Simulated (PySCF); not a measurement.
Breaking a bond: SMILES N#C (CHN). The C1–H3 bond (C1 also carries N; H3 carries nothing else) is stretched with both fragments frozen at the PBE0/def2-TZVP optimised geometry.

- RKS-PBE = restricted PBE/cc-pVDZ (PySCF 2.14.0)
- UKS-PBE = PySCF 2.14.0 with unrestricted PBE/cc-pVDZ
- UKS-B3LYP = unrestricted B3LYP/cc-pVDZ run with PySCF 2.14.0
- UCCSD(T) = CCSD(T) on UHF/cc-pVDZ, 2 core orbitals frozen (PySCF)

Energies relative to the lowest point of each curve near equilibrium, in mEh; the last columns give the difference from UCCSD(T):

| R / Å | RKS-PBE | UKS-PBE | UKS-B3LYP | UCCSD(T) | RKS-PBE − UCCSD(T) | UKS-PBE − UCCSD(T) | UKS-B3LYP − UCCSD(T) |
|---|---|---|---|---|---|---|---|
| 0.86 | 55.1 | 55.1 | 52.8 | 55.5 | -0.5 | -0.5 | -2.7 |
| 0.92 | 25.8 | 25.8 | 24.3 | 25.9 | -0.1 | -0.1 | -1.7 |
| 0.97 | 11.2 | 11.2 | 10.1 | 11.1 | 0.1 | 0.1 | -1.0 |
| 0.99 | 7.2 | 7.2 | 6.4 | 7.2 | 0.1 | 0.1 | -0.8 |
| 1.03 | 2.1 | 2.1 | 1.7 | 2.0 | 0.1 | 0.1 | -0.3 |
| 1.07 | 0.0 | 0.0 | 0.0 | 0.0 | 0.0 | 0.0 | 0.0 |
| 1.11 | 0.3 | 0.3 | 0.7 | 0.5 | -0.1 | -0.1 | 0.3 |
| 1.13 | 1.2 | 1.2 | 1.8 | 1.5 | -0.2 | -0.2 | 0.4 |
| 1.16 | 3.4 | 3.4 | 4.3 | 3.7 | -0.4 | -0.4 | 0.5 |
| 1.23 | 11.2 | 11.2 | 12.9 | 12.1 | -0.8 | -0.8 | 0.8 |
| 1.31 | 23.5 | 23.5 | 26.0 | 25.0 | -1.5 | -1.5 | 1.0 |
| 1.44 | 47.4 | 47.4 | 51.3 | 49.9 | -2.5 | -2.5 | 1.4 |
| 1.60 | 78.2 | 78.2 | 84.0 | 81.8 | -3.6 | -3.6 | 2.1 |
| 1.76 | 107.5 | 107.5 | 115.2 | 113.5 | -6.0 | -6.0 | 1.7 |
| 1.94 | 136.6 | 136.6 | 146.6 | 144.2 | -7.6 | -7.6 | 2.4 |
| 2.11 | 159.9 | 159.8 | 169.2 | 167.3 | -7.4 | -7.5 | 1.9 |
| 2.36 | 187.3 | 180.4 | 188.8 | 188.9 | -1.6 | -8.5 | -0.1 |
| 2.61 | 207.8 | 190.7 | 199.0 | 197.8 | 10.0 | -7.1 | 1.2 |
| 2.90 | 224.7 | 196.9 | 205.1 | 201.1 | 23.7 | -4.2 | 4.1 |
| 3.21 | 237.1 | 200.4 | 208.3 | 202.1 | 35.0 | -1.7 | 6.2 |
| 3.71 | 248.9 | 202.8 | 210.3 | 202.5 | 46.4 | 0.3 | 7.8 |

RKS-PBE is furthest from UCCSD(T) at 3.71 (46.4 mEh, above); its mean absolute difference over the points is 7.0 mEh.

UKS-PBE is furthest from UCCSD(T) at 2.36 (-8.5 mEh, below); its mean absolute difference over the points is 2.5 mEh.

UKS-B3LYP is furthest from UCCSD(T) at 3.71 (7.8 mEh, above); its mean absolute difference over the points is 1.8 mEh.

At the longest distance RKS-PBE leaves fractional charges on the fragments, a sign of delocalisation error or of the restricted form. The restricted form behind RKS-PBE keeps the bonding electrons paired and can't separate into open-shell fragments. The unrestricted determinant behind UKS-PBE, UKS-B3LYP is spin-contaminated at 2.11 to 3.71 Å (<S²> up to 1.0, against 0.00 for a pure singlet). The unrestricted determinant behind UCCSD(T) is spin-contaminated at 1.76 to 3.71 Å (<S²> up to 1.3, against 0.00 for a pure singlet).
